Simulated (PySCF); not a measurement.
Compound: PH₂ (doublet state).
Hydrogens: H2, H3 on P1.

Identity: `[PH2]` [radical].

Method: UKS B3LYP, IGLO-III on P, pcH-1 on H, non-relativistic, mean-field spin-orbit, GIAO (PySCF 2.14.0). Isolated species at its PBE0-D3(BJ)/def2-SVP geometry, gas phase.

Count the α and β electrons and give S(S+1).

Nα = 9, Nβ = 8 (17 in all), and S(S+1) = 0.75 for S = 1/2.

Mulliken spin populations, one withheld:

```json
{"atom": "P1", "bound to": "H2, H3", "population": "?"}
{"atom": "H2", "bound to": "P1", "population": "-0.0354"}
{"atom": "H3", "bound to": "P1", "population": "-0.0354"}
```

Fill in the missing population.

The populations add up to Nα − Nβ = 1, and the others sum to -0.0708, so P1 holds +1.071.

How is the spin shared among the elements?

Phosphorus +1.07, hydrogen -0.07. The positive populations sum to 1.07, the negative ones to -0.07.

With ⟨S²⟩ = 0.7547, find the sum of squared α–β overlaps and estimate the admixture of higher spin.

Σ|⟨iα|jβ⟩|² over occupied orbitals = Nβ − [⟨S²⟩ − S(S+1)] = 8 − 0.0047 = 7.9953. If the quartet state (S + 1) were the only admixture, its weight would be 0.0047/(2S + 2) = 0.16 %.

Hardware: an x86-64 server with one thread, on a shared host. Cost: 2.8 s.
